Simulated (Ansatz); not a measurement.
Sb₂O₃, treated with PBEsol in Ansatz (PAW).

Numerical settings: plane-wave cutoff 520 eV, 10×4×8 k mesh (along the axes of the cell as run), Fermi–Dirac smearing 0.03 eV, scalar-relativistic PAW data made under PBE.

Starting structure:

```
CELL_PARAMETERS angstrom
      4.91100     0.00000     0.00000
      0.00000    12.46400     0.00000
      0.00000     0.00000     5.41200
ATOMIC_POSITIONS crystal
  Sb 0.54400 0.62800 0.82100
  Sb 0.04400 0.37200 0.67900
  Sb 0.45600 0.12800 0.67900
  Sb 0.95600 0.87200 0.82100
  Sb 0.45600 0.37200 0.17900
  Sb 0.95600 0.62800 0.32100
  Sb 0.54400 0.87200 0.32100
  Sb 0.04400 0.12800 0.17900
  O  0.75000 0.75000 0.97100
  O  0.25000 0.25000 0.52900
  O  0.25000 0.25000 0.02900
  O  0.75000 0.75000 0.47100
  O  0.64700 0.55800 0.13900
  O  0.14700 0.44200 0.36100
  O  0.35300 0.05800 0.36100
  O  0.85300 0.94200 0.13900
  O  0.35300 0.44200 0.86100
  O  0.85300 0.55800 0.63900
  O  0.64700 0.94200 0.63900
  O  0.14700 0.05800 0.86100
```

### Question
Into what structure does the relaxation of cell and atoms lead at this level, with the symmetry of the start kept?

### Answer
The volume shrinks by 0.8 %; final space group Pccn.
```
CELL_PARAMETERS angstrom
      4.92903     0.00000     0.00000
      0.00000    12.33616     0.00000
      0.00000     0.00000     5.40285
ATOMIC_POSITIONS crystal
  Sb 0.53957 0.62721 0.82194
  Sb 0.03957 0.37279 0.67806
  Sb 0.46043 0.12721 0.67806
  Sb 0.96043 0.87279 0.82194
  Sb 0.46043 0.37279 0.17806
  Sb 0.96043 0.62721 0.32194
  Sb 0.53957 0.87279 0.32194
  Sb 0.03957 0.12721 0.17806
  O  0.75000 0.75000 0.99399
  O  0.25000 0.25000 0.50601
  O  0.25000 0.25000 0.00601
  O  0.75000 0.75000 0.49399
  O  0.64506 0.55691 0.15084
  O  0.14506 0.44309 0.34916
  O  0.35494 0.05691 0.34916
  O  0.85494 0.94309 0.15084
  O  0.35494 0.44309 0.84916
  O  0.85494 0.55691 0.65084
  O  0.64506 0.94309 0.65084
  O  0.14506 0.05691 0.84916
```

Note: the relaxation could not lower the start's symmetry, so the cell can be a saddle point above a distorted one.

Ansatz is a first-principles code.
